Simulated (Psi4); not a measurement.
Psi4 input (wB97X-D/6-311+G**):

```
memory 1500 MB

molecule {
1 1
C    -0.00159204   -0.00021295   -0.45999677
C     0.00380641    0.00050915    1.09980700
F    -0.02191591    1.25327827   -0.84171461
F     1.09229255   -0.61076651   -0.84470792
F    -1.07911077   -0.64368004   -0.83717749
N     0.00772575    0.00103340    2.23224164
H     0.01124075    0.00150357    3.24784744
symmetry c1
no_reorient
no_com
}

set {
  basis 6-311+G**
  reference rks
  scf_type df
  df_basis_scf def2-universal-jkfit
  dft_radial_points 99
  dft_spherical_points 590
  e_convergence 1e-8
  d_convergence 1e-7
  maxiter 150
}

e = energy('wb97x-d')
print_out(f'\nFINAL {e:.10f} DIPOLE {variable("CURRENT DIPOLE")[0]:.6f} {variable("CURRENT DIPOLE")[1]:.6f} {variable("CURRENT DIPOLE")[2]:.6f}\n')
```

**Question.** Predict the final energy.

**Answer.** -430.72259 Eh.
